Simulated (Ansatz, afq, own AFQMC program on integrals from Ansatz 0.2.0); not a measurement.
# SiNH₄, doublet: AFQMC among the cluster methods

```xyz
6

Si   -0.0850    0.0000    0.5477
N     0.1021    0.0000   -1.0283
H     0.5848   -1.2268    1.0733
H     0.5848    1.2268    1.0733
H    -0.1104   -0.8301   -1.5589
H    -0.1104    0.8301   -1.5589
```

Connectivity, by distances: SiH2–NH2.

Basis 6-31G. Noble-gas cores (and the filled d shells of Ga–Kr and In–Xe) are frozen. Ansatz 0.2.0 and our own AFQMC program on the same integrals; the CISD trial comes from CCSD amplitudes, and released means the phaseless constraint is let go. ± is one standard error of the sampling.

Determinant: UHF, the one that the program's search chose, which needn't be the lowest solution. The geometry is a point of a scan.

No full CI on the walks' own integrals is used here; CCSDT(Q) serves as the reference and is uncertain by about the last step of the cluster series.

The T1 diagnostic is 0.0138, the weight of the determinant in the CISD state is 0.915 and the ⟨S²⟩ of the determinant is 0.753. The size of the correlated space is 13 electrons in 24 orbitals.

```
  level  correlation energy (eV)
    MP2                  -4.2196
   CCSD                  -4.8296
CCSD(T)                  -4.9075
```

Question: Estimate where phaseless AFQMC with a CISD trial lies against CCSD(T) on the same integrals.

Answer: 1.3 ± 1.0 kJ/mol below CCSD(T). The gap is under twice the noise, so this walk alone can't tell the two apart.

Reference: CCSDT(Q), correlation energy -4.929 eV. The released energy is read at 2.40 1/Eh (meV from the phaseless value at times in 1/Eh: -2 ± 10 at 0.24, -6 ± 9 at 0.51, -21 ± 9 at 0.99, 3 ± 7 at 1.62, 10 ± 10 at 2.40).

```
         level  E − E(reference) (kJ/mol)  share of correlation (%)
       CCSD(T)                        2.1                     99.56
         CCSDT                        1.0                     99.78
 ph-AFQMC/CISD                  0.8 ± 1.0                     99.83
released AFQMC                  1.8 ± 1.0                     99.62
```

A walk keeps the symmetry of its determinant, which the program's search chose and which needn't be the lowest solution, so a lower state of the same spin and another symmetry isn't excluded. Released energies are given only where the last usable release times agree within the noise; a slower fall can still hide under it.
